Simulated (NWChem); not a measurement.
# CCSD/def2-TZVPPD run of BH (SMILES [BH])

Aim: the vertical singlet–triplet gap of BH at CCSD/def2-TZVPPD, from 2 runs. 

Program for the calculation: NWChem 7.3.0.

2 further runs of the same task are left out: 2 set aside as unsound or not needed.

### 1 The system as given

BH has 2 atoms, charge 0, and is taken as a singlet. As SMILES, `[BH]`. The bond length is the measured one.

Bond lengths: B1–H2 1.232 Å.

### 2 The energy at CCSD/def2-TZVPPD

Input file run.py:

```python
from ase import Atoms
from ase.calculators.nwchem import NWChem

molecule = Atoms(['B', 'H'], positions=[
    [0.000000, 0.000000, 0.000000],
    [0.000000, 0.000000, 1.232400],
])

calc = NWChem(
    label='bh',
    theory='ccsd',
    memory='2200 mb',
    basis='def2-TZVPPD',
    basispar='spherical bse',
    scf={'nopen': '0', 'rhf': None, 'thresh': '1e-08', 'maxiter': '80'},
    ccsd={'freeze': 'core 1', 'maxiter': '60'},
    task='energy',
)
molecule.calc = calc

e = molecule.get_potential_energy()
print(f"E = {e:.6f} eV")
```

On the command line:

```
$ export ASE_NWCHEM_COMMAND="nwchem PREFIX.nwi > PREFIX.nwo"
$ python run.py
```

What it wrote:

```text
E = -686.512800 eV
```

The calculator wrote bh.nwi:

```
title "bh"

permanent_dir bh

scratch_dir bh

start bh

geometry units angstrom nocenter noautosym noautoz
  B  0.0000000000000000e+00 0.0000000000000000e+00 0.0000000000000000e+00
  H  0.0000000000000000e+00 0.0000000000000000e+00 1.2323999999999999e+00
end

memory 2200 mb

basis spherical bse noprint
   * library def2-TZVPPD
end

scf
  nopen 0
  rhf
  thresh 1e-08
  maxiter 80
end
ccsd
  freeze core 1
  maxiter 60
end

task ccsd energy
```

bh.nwo:

```text
Northwest Computational Chemistry Package (NWChem) 7.3.0
             --------------------------------------------------------

           Job information
           ---------------

    nwchem branch   = 7.3.0
    use scalapack   = T
    input           = bh.nwi
    prefix          = bh.
    data base       = bh/bh.db
    status          = startup
    nproc           =        1

           Memory information
           ------------------

    heap     =     72089594 doubles =      550.0 Mbytes
    stack    =     72089599 doubles =      550.0 Mbytes
    global   =    144179200 doubles =     1100.0 Mbytes (distinct from heap & stack)
    total    =    288358393 doubles =     2200.0 Mbytes
    verify   = yes
    hardfail = no

           Directory information
           ---------------------

  0 permanent = bh
  0 scratch   = bh

[... 93 lines left out ...]
         Quadratically convergent ROHF
[... 14 lines left out ...]
       Final RHF  results
[... 4 lines left out ...]
      Two-electron energy =      9.910793682495
[... 22 lines left out ...]
                       ROHF Final Molecular Orbital Analysis
[... 197 lines left out ...]
 Total MP2 energy:            -25.203654395016891
[... 21 lines left out ...]
  Failed reading restart vector from bh/bh.t2
[... 3 lines left out ...]
             energy      energy      error      ampl     ampl      Block
[... 6 lines left out ...]
                  *************converged*************
[... 1 line left out ...]
 -----------
 CCSD Energy
 -----------
 Reference energy:             -25.130440755748886
 CCSD corr. energy:             -0.098439508551279
 Total CCSD energy:            -25.228880264300166

 --------------------------------
 Spin Component Scaled (SCS) CCSD
 --------------------------------
 Same spin contribution:                 -0.005076162168314
 Same spin scaling factor:                1.130000000000000
 Opposite spin contribution:             -0.093363346382965
 Opposite spin scaling fact.:             1.270000000000000
 SCS-CCSD correlation energy:            -0.124307513156560
 Total SCS-CCSD energy:                 -25.254748268905445

 routine      calls  cpu(0)   cpu-min  cpu-ave  cpu-max   i/o
 aoccsd          1     0.00     0.00     0.00     0.00    0.00
 iterdrv         1     0.01     0.01     0.01     0.01    0.00
 pampt          11     0.01     0.01     0.01     0.01    0.00
[... 9 lines of this table left out ...]
 Total                10.94    10.94    10.94    10.94    0.00

 Task  times  cpu:       14.3s     wall:       14.3s
 Total times  cpu:       14.3s     wall:       14.3s
```

Run time: 16 s. Hardware: 1 thread of Intel Xeon Platinum 8259CL at 2.50GHz (Skylake/Cascade Lake), shared host; peak memory 0.1 GiB.

### 3 The triplet at the same level

Input file run.py:

```python
from ase import Atoms
from ase.calculators.nwchem import NWChem

mol = Atoms(['B', 'H'], positions=[
    [0.000000, 0.000000, 0.000000],
    [0.000000, 0.000000, 1.232400],
])

calc = NWChem(
    label='mymol',
    theory='tce',
    memory='2200 mb',
    basis='def2-TZVPPD',
    basispar='spherical bse',
    scf={'nopen': '2', 'uhf': None, 'thresh': '1e-08', 'maxiter': '80'},
    tce={'scf': None, 'ccsd': None, 'freeze': 'core 1', 'maxiter': '60'},
    task='energy',
)
mol.calc = calc

print("Total energy (eV):", round(mol.get_potential_energy(), 6))
```

On the command line:

```
$ export ASE_NWCHEM_COMMAND="nwchem PREFIX.nwi > PREFIX.nwo"
$ python run.py
```

What it wrote:

```text
Total energy (eV): -685.203519
```

The calculator wrote mymol.nwi:

```
title "mymol"

permanent_dir mymol

scratch_dir mymol

start mymol

geometry units angstrom nocenter noautosym noautoz
  B  0.0000000000000000e+00 0.0000000000000000e+00 0.0000000000000000e+00
  H  0.0000000000000000e+00 0.0000000000000000e+00 1.2323999999999999e+00
end

memory 2200 mb

basis spherical bse noprint
   * library def2-TZVPPD
end

scf
  nopen 2
  uhf
  thresh 1e-08
  maxiter 80
end
tce
  scf
  ccsd
  freeze core 1
  maxiter 60
end

task tce energy
```

mymol.nwo:

```text
Northwest Computational Chemistry Package (NWChem) 7.3.0
             --------------------------------------------------------

           Job information
           ---------------

    nwchem branch   = 7.3.0
    use scalapack   = T
    input           = mymol.nwi
    prefix          = mymol.
    data base       = mymol/mymol.db
    status          = startup
    nproc           =        1

           Memory information
           ------------------

    heap     =     72089594 doubles =      550.0 Mbytes
    stack    =     72089599 doubles =      550.0 Mbytes
    global   =    144179200 doubles =     1100.0 Mbytes (distinct from heap & stack)
    total    =    288358393 doubles =     2200.0 Mbytes
    verify   = yes
    hardfail = no

           Directory information
           ---------------------

  0 permanent = mymol
  0 scratch   = mymol

[... 27 lines left out ...]
            Nuclear Dipole moment (a.u.)
[... 57 lines left out ...]
 1-e energy   =     -37.010140
[... 7 lines left out ...]
         Quadratically convergent UHF
[... 15 lines left out ...]
       Final UHF  results
[... 3 lines left out ...]
      One electron energy =    -37.184504074754
[... 1 line left out ...]
 Nuclear repulsion energy =      2.146937881368
[... 26 lines left out ...]
          Final beta eigenvalues
[... 169 lines left out ...]
                     UHF Final Beta Molecular Orbital Analysis
[... 358 lines left out ...]
 CCSD total energy / hartree       =       -25.180765079590046
[... 1 line left out ...]
 Singles contributions

 Doubles contributions

 Task  times  cpu:       10.5s     wall:       10.5s
 Total times  cpu:       10.5s     wall:       10.5s
```

Run time: 12 s. Hardware: 1 thread of Intel Xeon Platinum 8259CL at 2.50GHz (Skylake/Cascade Lake), shared host; peak memory 0.37 GiB.

### 4 Summary of results

At CCSD/def2-TZVPPD, 1 core orbital frozen:

```
                                                           quantity         value
                                              singlet: total energy  -25.22888 Eh
                       singlet: HOMO energy (Hartree–Fock orbitals)      -9.47 eV
                       singlet: LUMO energy (Hartree–Fock orbitals)       1.17 eV
                     singlet: HOMO–LUMO gap (Hartree–Fock orbitals)      10.64 eV
                singlet: correlation energy (1 core orbital frozen)     -98.4 mEh
                                              triplet: total energy  -25.18077 Eh
triplet: HOMO energy (Hartree–Fock orbitals) (highest over α and β)      -8.83 eV
 triplet: LUMO energy (Hartree–Fock orbitals) (lowest over α and β)       0.75 eV
                triplet: correlation energy (1 core orbital frozen)     -64.8 mEh
                         triplet: ⟨S²⟩ of the reference determinant         2.003
                   vertical energy of the triplet above the singlet      1.309 eV
```

What this shows: At this shape the triplet lies 1.31 eV (30 kcal/mol) above the singlet.
